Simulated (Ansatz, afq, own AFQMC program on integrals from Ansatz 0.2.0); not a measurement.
BNH, quartet → BNH⁺, triplet

```xyz
3

B     0.0000    0.0798    0.8638
N     0.0000   -0.1176   -0.5879
H     0.0000    0.7790   -1.0947
```

Connectivity, by distances: B–NH.

E(triplet, charge +1) − E(quartet, charge +0) at this geometry, on UHF and UHF determinants.

Basis cc-pVDZ. Only valence electrons are correlated. Ansatz 0.2.0 and our own AFQMC program on the same integrals; the CISD trial comes from CCSD amplitudes, and released means the phaseless constraint is let go. Uncertainties: one standard error, sampling alone. The errors of all members are added in quadrature.

No full CI on the walks' own integrals is used here; CCSDT(Q) serves as the reference and is uncertain by about the last step of the cluster series. Each member takes its own surest rung, up to full CI.

The best estimate is CCSD(T) at the basis-set limit (CBS: def2-TZVPP and def2-QZVPP, with their diffuse functions for anions and beside diffuse sets, CCSD(T) itself extrapolated) plus the step from CCSD(T) to CCSDT(Q) in cc-pVDZ. Rows without CBS are in cc-pVDZ, the functionals in def2-TZVP; B2PLYP and the wave-function rows carry a basis error of their own. Core correlation and relativity beyond core potentials are missing, and ± holds the sampling alone.

Cautions: BNH (quartet): lower spins were not checked, the ph-AFQMC/HF walk drifts between its halves (3.0 errors); BNH⁺ (triplet): lower spins were not checked, its ph-AFQMC/CISD value lies 44 ± 9 meV above CCSDT(Q); this needn't be the first ionization.

| level | vertical ionization energy (eV) |
| --- | --- |
| wB97M-V | 7.032 |
| CCSD | 6.919 |
| B2PLYP | 7.077 |

From these cheaper values, estimate the vertical ionization energy at the level of the best estimate.

7.163 eV (best estimate, highest rung CCSDT(Q)).

```csv
level,vertical ionization energy (eV),error against the best estimate (eV)
HF,6.909,-0.254
MP2,6.908,-0.255
CCSD(T),6.867,-0.296
CCSDT,6.859,-0.304
CCSDT(Q),6.853,-0.310
ph-AFQMC/CISD,6.892 ± 0.013,-0.271 ± 0.013
released AFQMC,6.864 ± 0.025,-0.299 ± 0.025
HF/CBS,6.997,-0.166
MP2/CBS,7.182,0.019
CCSD(T)/CBS,7.177,0.014
PBE,7.181,0.018
r2SCAN,7.282,0.119
PBE0,7.285,0.122
B3LYP,7.221,0.058
```

Correlation beyond CCSD(T) takes off 0.014 eV. Going to the basis-set limit adds 0.310 eV at CCSD(T). The perturbative (T) step is worth −0.052 eV. The functionals spread over 0.253 eV; PBE comes nearest and wB97M-V is 0.131 eV too low.

Best estimates are given only where the step beyond CCSD(T) is under 0.3 eV and no member's determinant is very poor (T1 over 0.05, or 0.07 for open shells, ⟨S²⟩ too high by 0.3, two states mixed), so the hardest cases are missing from such tables.

The functionals ran in a triple-zeta set and keep a basis error of their own, a few kJ/mol for each bond in atomization energies and more for double hybrids, so close places among them and the extrapolated levels can swap.

CCSDT and higher add their correlation energy to the determinant of the CCSD(T) run, since their own runs factorise the integrals more tightly (a shift of under 2 meV). Each member of a difference takes its own highest rung, so a best estimate needn't equal the limit plus the step of one row. A walk keeps the symmetry of its determinant, which the program's search chose and which needn't be the lowest solution, so a lower state of the same spin and another symmetry isn't excluded. Released energies are given only where the last usable release times agree within the noise; a slower fall can still hide under it.
